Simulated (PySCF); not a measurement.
**NOF (SMILES O=NF) at TPSSh/6-31G(d) (sfX2C, spherical functions, NVE dynamics)**

We compute molecular dynamics of NOF. The job is set up through a Python script.

The results are computed with PySCF 2.14.0.

6 further runs of the same task are left out: 5 that didn't finish, 1 set aside as unsound or not needed.

### Step 1. The molecule

The species is NOF (3 atoms), meant as a singlet with charge 0. As SMILES, `O=NF`. The shape is built from the SMILES string. The run starts from this shape.

Bond lengths: O1–N2 1.193 Å, N2–F3 1.336 Å. Angles: O1–N2–F3 120.0°.

### Step 2. A short trajectory at TPSSh/6-31G(d) (sfX2C, spherical functions, NVE dynamics)

File input.py:

```python
import numpy
from pyscf import gto, dft
from pyscf import md
from rdkit import Chem
from rdkit.Chem import AllChem

rd = Chem.AddHs(Chem.MolFromSmiles('O=NF'))
AllChem.EmbedMolecule(rd, randomSeed=256)
AllChem.UFFOptimizeMolecule(rd)
xyz = rd.GetConformer().GetPositions()
geom = [(a.GetSymbol(), tuple(x)) for a, x in zip(rd.GetAtoms(), xyz)]
for s, x in geom:
    print('%-2s %12.6f %12.6f %12.6f' % (s, *x))

system = gto.M(
    atom=geom,
    basis='6-31g*',
    max_memory=1860,
    verbose=0,
    charge=0,
)

myscf = dft.RKS(system, xc='tpssh')
myscf = myscf.sfx2c1e()
myscf.init_guess = '1e'
myscf.max_cycle = 100
veloc = md.distributions.MaxwellBoltzmannVelocity(system, T=800, rng=numpy.random.default_rng(256))
frames = []
dyn = md.integrators.VelocityVerlet(myscf.nuc_grad_method().as_scanner(), dt=20.7, steps=25, veloc=veloc, incore_anyway=True, frames=frames)
dyn.run()
print('time (au)  E_pot  E_kin  E_tot')
for f in frames:
    print('%8.1f %15.8f %12.8f %15.8f' % (f.time, f.epot, f.ekin, f.etot))
```

Started as:

```sh
$ OMP_NUM_THREADS=1 python input.py
```

Log:

```text
O     -1.062971    -0.233529    -0.000000
[... 207 lines left out ...]
   496.8   -229.85546901   0.02941602   -229.82605299
```

It took 63 s on 1 thread of Arm Neoverse V1, shared host; peak memory 0.37 GiB.

Step by step:

```csv
step,potential energy change (eV)
0,0.0000
1,-0.0106
2,-0.0291
3,-0.0546
4,-0.0857
5,-0.1212
6,-0.1594
7,-0.1989
8,-0.2383
9,-0.2762
10,-0.3114
11,-0.3430
12,-0.3702
13,-0.3924
14,-0.4090
15,-0.4199
16,-0.4248
17,-0.4238
18,-0.4168
19,-0.4042
20,-0.3862
21,-0.3634
22,-0.3363
23,-0.3056
24,-0.2722
```
